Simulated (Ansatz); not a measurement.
**Worked example: correlation energy of SiH2, triplet**

Geometry: a point of a stretch scan, not a stationary point.

```csv
atom,x (Å),y (Å),z (Å)
Si,0.0000,-0.0731,0.0378
H,0.0000,1.3534,-2.3692
H,0.0000,0.6845,1.3162
```

Basis cc-pVDZ; Ansatz 0.2.0. Only valence electrons are correlated (noble-gas cores frozen), which leaves 6 electrons in 23 orbitals. R marks a restricted (for open shells ROHF) determinant.

Full CI is exact within this basis and frozen core; it isn't the basis-set limit.

Runs differ by some tens of microhartree through their thresholds and, for an open shell, their frozen cores, so steps under 0.03 kcal/mol mean nothing.

| level | total energy (hartree) |
| --- | --- |
| RHF | -289.922726 |
| RMP2 | -289.993290 |
| RCCSD | -290.018439 |
| RCCSD(T) | -290.020430 |
| RCCSDT | -290.021295 |
| RCCSDT(Q) | -290.021368 |
| full CI | -290.021391 |

Q: What is the correlation energy at full CI, and what share of it do RMP2 and RCCSD recover?

A: E(corr) = -290.021391 − (-289.922726) = -0.098665 hartree = -2.685 eV. RMP2: -0.070564 / -0.098665 = 71.52 %. RCCSD: -0.095713 / -0.098665 = 97.01 %.

Q: By how many kcal/mol does RCCSD(T) miss full CI (1 hartree = 627.509 kcal/mol), and which steps make up the rest?

A: -290.020430 − (-290.021391) = 0.000961 hartree = 0.60 kcal/mol. Steps: RCCSDT − RCCSD(T) = -0.54, RCCSDT(Q) − RCCSDT = -0.05, full CI − RCCSDT(Q) = -0.01 kcal/mol. That is within 1 kcal/mol of the reference in this basis, which itself misses far more of the correlation at the basis-set limit.
